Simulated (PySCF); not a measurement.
This PySCF input asks for the NMR shieldings of `O=S(=O)(F)F`, F₂O₂S; the geometry comes from PBE0-D3(BJ)/def2-SVP.

```python
import basis_set_exchange as bse
import numpy as np
from pyscf import gto, dft
from pyscf.prop import nmr

atoms = """
O     0.888682   -0.628035   -1.060122
S     0.149425   -0.085218    0.029165
O     0.519555   -0.150889    1.402767
F    -1.338066   -0.587779   -0.101419
F    -0.188644    1.416057   -0.309418
"""
names = dict.fromkeys(["O", "S", "F"], "pcSseg-1")
basis = {el: gto.basis.parse(bse.get_basis(n, elements=[el], fmt="nwchem")) for el, n in names.items()}
mol = gto.M(atom=atoms, basis=basis, charge=0, verbose=0)
mf = dft.RKS(mol, xc="PBE0")
mf.grids.level = 2
mf.grids.alignment = dft.numint.BLKSIZE   # the property module wants whole blocks of grid points
mf.conv_tol = 1e-9
mf.kernel()

calc = nmr.RKS(mf)   # GIAO
C = mf.mo_coeff
Co = C[:, mf.mo_occ > 0]
resp = mf.gen_response(singlet=True, hermi=2)
def vind(x):   # induced exchange potential for any number of trial vectors
    d = np.einsum("pi,xij,qj->xpq", C, 2 * x.reshape(-1, C.shape[1], Co.shape[1]), Co, optimize=True)
    return np.einsum("xpq,pi,qj->xij", resp(d - d.transpose(0, 2, 1)), C, Co, optimize=True).ravel()
mo1, _ = nmr.rhf.solve_mo1(calc, with_cphf=vind)
sigma = calc.kernel(mo1)
for i, s in enumerate(sigma):   # ppm
    w = np.linalg.eigvalsh((s + s.T) / 2)
    print("%2d %-2s iso %8.1f  s11 %8.1f  s22 %8.1f  s33 %8.1f" % (i, mol.atom_pure_symbol(i), w.mean(), *w))
```

**Question.** What does it print?

**Answer.** 
```
 0 O  iso     81.2  s11     12.1  s22     72.2  s33    159.2
 1 S  iso    182.0  s11      6.5  s22     20.7  s33    518.8
 2 O  iso     81.1  s11     12.0  s22     72.1  s33    159.4
 3 F  iso    106.4  s11    -29.2  s22     -4.7  s33    353.0
 4 F  iso    106.2  s11    -29.4  s22     -4.9  s33    353.0
```

These numbers come from an equivalent density-fitted implementation of the same equations, which agrees with the script to about 0.01 ppm for H and up to a few tenths of a ppm for heavy atoms, so last digits may differ.

**Question.** Turn these shieldings into chemical shifts. References, each an isolated molecule treated in the same way: 17O (334.56 ppm) vs H2O; 33S (495.66 ppm) against CS2; 19F (177.25 ppm) against CFCl3.

**Answer.** Averaging equivalent atoms: O 0/2: 253.4; S 1: 314; F 3/4: 70.9 ppm. Unscaled 19F shifts against computed CFCl3 carry errors that often reach 10 to 50 ppm. Unscaled 17O shifts of doubly bonded oxygen tend to come out too high, by tens of ppm or more. Experimental scales use liquid or dissolved standards, which lie at an offset from isolated H2O (liquid H2O: subtract about 36 ppm).

Size and cost of the density-fitted run: 92 basis functions, 3.8 s wall time on 1 thread of an Arm Neoverse V2, shared host; peak memory 0.41 GiB.
